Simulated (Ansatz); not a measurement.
A nudged elastic band was laid between two geometries of CH₅SSi (8 atoms, charge 1, multiplicity 1).

Level of theory: Ansatz 0.2.0, RKS PBE/6-31G*.

```json
{"movable images": "7", "climbing image": "yes", "spring": "5.0 eV/Å²", "optimiser": "quadratic models (default)", "start path": "through a guess of the saddle point", "force threshold": "0.03 eV/Å", "iteration limit": "60", "end points": "relaxed"}
```

First end point:

```xyz
8
Properties=species:S:1:pos:R:3
C -0.735 1.049 -0.524
S -0.721 -0.065 0.956
Si 0.881 -1.305 0.691
H -1.705 0.893 -1.020
H 0.091 0.847 -1.219
H -0.669 2.077 -0.135
H 1.750 -1.188 -0.512
H 1.107 -2.307 1.763
```

Last end point:

```xyz
8
Properties=species:S:1:pos:R:3
C -0.617 1.137 -0.493
S -0.073 0.414 1.123
Si 0.762 -1.393 0.660
H -0.367 0.499 -1.352
H -0.115 2.112 -0.578
H -1.706 1.276 -0.419
H 0.834 -1.867 -0.750
H 1.281 -2.177 1.809
```

**Question.** What changes between the two ends?

**Answer.** No bond is made or broken. The dihedral H4–C1–S2–Si3 goes from 121 to -2°. The two ends are copies of one structure, up to a mirror image or an exchange of like atoms.

**Question.** What energy profile does the band end with?

**Answer.** It converged. The highest image is number 4 of 0 to 8, 0.4 kcal/mol above the ends, which have the same energy within 2 meV. A vibrational analysis at the climbing image gives one clearly imaginary mode, 82i cm⁻¹: a first-order saddle point. Limits of this set-up: the dipole of an ion depends on the origin.

| image | path coordinate (Å) | energy (kcal/mol) | dihedral H4–C1–S2–Si3 (°) |
| --- | --- | --- | --- |
| 0 | 0.00 | 0.0 | 121 |
| 1 | 0.36 | 0.1 | 106 |
| 2 | 0.72 | 0.2 | 92 |
| 3 | 1.08 | 0.3 | 79 |
| 4 | 1.44 | 0.4 | 65 |
| 5 | 1.84 | 0.4 | 49 |
| 6 | 2.25 | 0.2 | 32 |
| 7 | 2.66 | 0.1 | 15 |
| 8 | 3.06 | 0.0 | -2 |

**Question.** What is the geometry of the highest image?

**Answer.** 
```xyz
8
Properties=species:S:1:pos:R:3
C -0.708 1.079 -0.511
S -0.344 0.261 1.113
Si 0.866 -1.331 0.675
H -1.288 0.405 -1.158
H 0.220 1.412 -0.995
H -1.320 1.953 -0.242
H 1.284 -1.633 -0.722
H 1.290 -2.147 1.840
```

Time of the run: 3.2 min on 1 CPU thread of a shared host.
